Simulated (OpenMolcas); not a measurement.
## BH (SMILES [BH]): the vertical ionisation energy from total energies

BH has 2 atoms, charge 0, and is taken as a singlet. SMILES: `[BH]`. The bond length is the measured one.

| atom | x (Å) | y (Å) | z (Å) |
| --- | --- | --- | --- |
| B | 0.0000 | 0.0000 | 0.0000 |
| H | 0.0000 | 0.0000 | 1.2324 |

Both states at this one shape; open shells run unrestricted unless said. 1 Eh = 27.2114 eV.

```
                               level     program  singlet BH (Eh)  doublet BH+ (Eh)  HOMO of the first (eV)
                        M06-2X/6-31G  OpenMolcas       -25.263692        -24.920840                   -7.26
M06-2X/6-31G** (spherical functions)  OpenMolcas       -25.271025        -24.925798                   -7.35
```

Question: Work out the vertical ionisation energy at each level.

Answer: 
1. M06-2X/6-31G: -24.920840 − (-25.263692) = 0.342852 Eh = 9.33 eV; −ε(HOMO) = 7.26 eV.
2. M06-2X/6-31G** (spherical functions): -24.925798 − (-25.271025) = 0.345227 Eh = 9.39 eV; −ε(HOMO) = 7.35 eV.

No measured value is set beside it here; the levels span 9.33 to 9.39 eV.
